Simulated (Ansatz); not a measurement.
Frontier orbitals of `FC1C=NC1`.

The species carries charge 0 and has multiplicity 1. Geometry: relaxed with PBE0-D4/def2-TZVP. Basis def2-TZVPP, Ansatz.

Orbital energies of one run (eV). Highest occupied ones, from the top: -6.22, -7.55, -7.97, -8.98, -9.76, -10.50, -11.51, -12.90, -12.92, -13.54, -16.69, -17.66, -24.31, -30.07. Empty: -1.88, 0.71, 1.05, 1.43, 1.62, 2.10.

(1) Which functional gave them?
A. BLYP
B. ωB97M-V
C. B3LYP
D. ωB97X-V

Results:

(1) A. HOMO energies: BLYP -6.22, ωB97M-V -10.28, ωB97X-V -10.35, B3LYP -7.64 eV.

B3LYP here is the variant with VWN-RPA as its local correlation; programs differ in this.
